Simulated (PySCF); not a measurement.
Run record: geometry optimisation, diacetylene, `C#CC#C`.

Method: BHandHLYP/def2-TZVP geometry optimisation, gas phase (PySCF 2.14.0). Start geometry: GFN2-xTB. A driver script takes a list of jobs; this job's settings line and coordinates (Å) are shown.

Input:
```
{"job": {"xc": "BHandHLYP", "basis": "def2-TZVP", "grid": 1, "kind": "geom"}, "charge": 0, "multiplicity": 1}
C      1.858390     0.308419     0.073206
C      0.671010     0.112556     0.104253
C     -0.670102    -0.111666     0.142759
C     -1.857539    -0.307001     0.175498
H      2.892007     0.481668     0.048133
H     -2.890644    -0.481987     0.207585
```

Output:
```
step   0  E = -153.44402769  max force = 0.031330
step   1  E = -153.43213006  max force = 0.028277
step   2  E = -153.43874785  max force = 0.020239
step   3  E = -153.44456340  max force = 0.004444
step   4  E = -153.44475634  max force = 0.001128
step   5  E = -153.44475865  max force = 0.000183
optimisation converged
```

Energies in Eh; «max force» is the largest Cartesian gradient component in Eh/bohr.

Q: Give the first gradient maximum in eV/Å.

A: With 1 Eh/bohr = 51.422 eV/Å, 1.611 eV/Å.

Q: At which steps does the energy rise by more than 1e-5 Eh?

A: At step 1 (+11.90 mEh).

In short: final energy -153.44476 Eh after 5 steps; dipole 0.00 D.

Q: Give the final coordinates.

A: 0.006 Å rms from the input after alignment:
```
atom  x, y, z in Å
C1     1.5887    0.9190   -0.2618
C2     0.5800    0.3349   -0.0156
C3    -0.5786   -0.3347    0.2665
C4    -1.5877   -0.9182    0.5124
H5     2.4826    1.4365   -0.4800
H6    -2.4818   -1.4355    0.7303
```

On Arm Neoverse V1, one thread, shared host, this took 14 s and 0.46 GiB of memory at its peak.
Labels such as C1 count atoms from 1, the log's own numbers from 0.
